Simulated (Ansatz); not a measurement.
Ideal-gas functions of `NC=C=S` at 500 K and 1 bar, from an Ansatz frequency run at PBE0-D4/def2-TZVP.

Molar mass 73.12 g/mol, point group C1 (symmetry number 1), electronic degeneracy 1, moments of inertia 11.42, 186.134, 196.662 u Å². Harmonic wavenumbers (cm⁻¹, unscaled): 170, 248, 336, 589, 694, 762, 836, 1138, 1212, 1354, 1650, 1874, 3175, 3539, 3640.

Use S(trans) = R[1.5 ln M + 2.5 ln T − 1.1517]; rotational temperatures θ = 24.2544 K / I; S(rot) = R[ln(√π/σ · √(T³/θAθBθC)) + 1.5]; for each mode x = 1.438777 ν̃/T, S = R[x/(eˣ − 1) − ln(1 − e⁻ˣ)] and H = RT x/(eˣ − 1); 1 cm⁻¹ = 0.0119627 kJ/mol; R = 8.31446 J/(mol·K).

**Question.** By hand: the entropy, in J/(mol·K).

**Answer.** Translation 173.1. Rotation: θ = 2.1239, 0.1303, 0.1233 K, giving 108.8. Vibration, mode by mode: 14.34, 11.29, 8.91, 4.86, 3.82, 3.27, 2.77, 1.39, 1.17, 0.84, 0.42, 0.24, 0.01, 0.00, 0.00, in all 53.3. Electronic 0.0. Sum 335.2 J/(mol·K).

**Question.** By hand: H − E and G − E in kJ/mol, counted from the electronic energy.

**Answer.** Zero-point energy ½ × 21217 × 0.0119627 = 126.9; thermal vibration 15.2; translation, rotation and pV give 4 RT = 16.6. H − E = 158.7 kJ/mol, and G − E = 158.7 − 500 × 335.2/1000 = -8.9 kJ/mol.

Vibration gives 16 % of the entropy. The sum counts one conformer and one mirror image; others add a mixing term.
